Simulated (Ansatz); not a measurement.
# O₂+ (doublet): wave-function methods side by side, def2-QZVPP

An exercise on one series of results from a longer session: the logs are not shown, and one member is left open.

Method: def2-QZVPP, core rule «outside noble gas», up to 2 orbitals frozen; program: Ansatz 0.2.0, Gaussian basis.

The runs, in order: UHF; ROHF; CCSD(T) on UHF.

2 further runs of the same task are left out: 2 set aside as unsound or not needed.

## The system

The geometry is a PBE0/def2-TZVP stationary point (not a proven minimum) of the parent state, kept for this charge and spin.

2 atoms, charge 1, spin multiplicity 2.

Atoms are counted from 1 here; the program's logs count them from 0.

Bond lengths: O1–O2 1.193 Å.

Set-up of the first run:

in.yaml reads:

```yaml
crystal:
  periodic: [false, false, false]
  atoms:
    - {symbol: O, position_ang: [0.000000, 0.000000, 0.000000]}
    - {symbol: O, position_ang: [0.000000, 0.000000, 1.192820]}
basis:
  gaussian: {orbitals: "def2-QZVPP.json"}
total_charge: 1
magnetization: {spin_polarized: true, initial_magnetization: 1}
hamiltonian: {xc: hf}
output: {orbitals: {seedname: orbitals}}
```

On the command line:

```console
ansatz run in.yaml --threads 1 --pin off --events-out ev --progress --plain --max-ram 2393MiB
```

Among the steps run: UHF; ROHF; CCSD(T) on UHF.

One table of the session follows, with a row left open; its other results are not shown here.

```
  method  from UCCSD(T) (meV)
    ROHF             +14284.5
     UHF             +13136.3
    UMP2              +2145.9
   UCCSD                    ?
UCCSD(T)                    0
```

**Question.** Estimate the row for UCCSD.

**Answer.** from UCCSD(T) (meV): +696.4. In the column «from UCCSD(T) (meV)» it lies between UCCSD(T) (0) and UMP2 (+2145.9).

The program flags UCCSD(T) as in doubt (see the logs), so the zero of the table is itself unsure.

Caveats from the session: The determinant is far from a pure spin state, so its energy mixes those of several spin states (harmless only where they are near-degenerate, as at dissociation). The program flags UCCSD(T) as in doubt, so the zero of the table is itself unsure.
